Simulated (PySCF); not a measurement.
**First-order multiplets**

Molfile (atoms numbered from 1):
```
C5H6
     RDKit          3D

 11 10  0  0  0  0  0  0  0  0999 V2000
    1.9816    1.4580    0.7811 C   0  0  0  0  0  0  0  0  0  0  0  0
    0.9420    0.6764    0.6630 C   0  0  0  0  0  0  0  0  0  0  0  0
   -0.1072   -0.1112    0.5356 C   0  0  0  0  0  0  0  0  0  0  0  0
   -0.6968   -0.4884   -0.7438 C   0  0  0  0  0  0  0  0  0  0  0  0
   -1.7648   -1.2876   -0.8690 C   0  0  0  0  0  0  0  0  0  0  0  0
    3.0004    1.0535    0.7933 H   0  0  0  0  0  0  0  0  0  0  0  0
    1.8703    2.5445    0.8745 H   0  0  0  0  0  0  0  0  0  0  0  0
   -0.5721   -0.5127    1.4460 H   0  0  0  0  0  0  0  0  0  0  0  0
   -0.2162   -0.0778   -1.6383 H   0  0  0  0  0  0  0  0  0  0  0  0
   -2.2651   -1.7122    0.0070 H   0  0  0  0  0  0  0  0  0  0  0  0
   -2.1720   -1.5426   -1.8498 H   0  0  0  0  0  0  0  0  0  0  0  0
  1  2  2  0
  2  3  2  0
  3  4  1  0
  4  5  2  0
  1  6  1  0
  1  7  1  0
  3  8  1  0
  4  9  1  0
  5 10  1  0
  5 11  1  0
M  END
```

PySCF 2.14.0 with density-fitted response routines calculation with σ from GIAO-B97-2/pcSseg-2, geometry from PBE0-D3(BJ)/def2-SVP and J couplings at B3LYP/pcJ-1 (without the spin–dipole term); a single conformation, rapidly exchanging positions averaged, non-relativistic, isolated molecule.

Chemical shifts δ = σref − σ; 13C, 1H against TMS, all at this level.

Spectrometer: 500 MHz for 1H. First-order analysis; couplings under 1 Hz (under 4 Hz in carbon signals) are ignored, and nearly equal couplings are merged; the smaller ones broaden or split the lines further.

(1) What pattern does C4 show in the proton-coupled 13C spectrum?

(2) What pattern does H10 show (1H)?

Results:

(1) A doublet at δ 142.5: 165.1 Hz to H9 (1 × 1H, 1 bond away). Lines in Hz from the centre (relative intensity): +82.5 (1), -82.5 (1). The outer lines are 165.1 Hz apart, the sum of the couplings kept, or 1.313 ppm at this field.

(2) A doublet of triplets of triplets at δ 5.34: 18.2 Hz to H9 (1 × 1H, 3 bonds away), 2.7 Hz to H6/H7 (2 × 1H, 6 bonds away), 1.3 Hz to H11 and H8 (2 × 1H, 2 or 4 bonds away). Lines in Hz from the centre (relative intensity): +13.1 (1), +11.8 (2), +10.5 (1), +10.4 (2), +9.1 (4), +7.8 (2), +7.7 (1), +6.4 (2), +5.1 (1), -5.1 (1), -6.4 (2), -7.7 (1), -7.8 (2), -9.1 (4), -10.4 (2), -10.5 (1), -11.8 (2), -13.1 (1). The outer lines are 26.2 Hz apart, the sum of the couplings kept, or 0.052 ppm at this field.

Unscaled 3J(H,H) at this level run about 10 % above measured values.
